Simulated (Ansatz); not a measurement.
A displaced shape of triplet O2:

```xyz
2

O     0.0357    0.0006   -0.5591
O    -0.0085   -0.0486    0.5857
```

It was optimised with HF/def2-SVP in Ansatz (development build ahead of 0.2.0) to forces under 0.001 eV/Å, with unrestricted orbitals. Each step stands on the lowest determinant of that kind that the program's search found.

(1) What shape does it relax to, and how does the optimisation go?

## Answers

(1)

```xyz
2

O     0.0358    0.0007   -0.5624
O    -0.0086   -0.0487    0.5890
```

Bond lengths: O1–O2 1.153 Å.

```tsv
step	E − E(start) (eV)	largest force (eV/Å)
1	0.0000	0.8334
2	-0.0027	0.0585
3	-0.0027	0.0009
```

The optimisation ended after 3 steps with its threshold met.
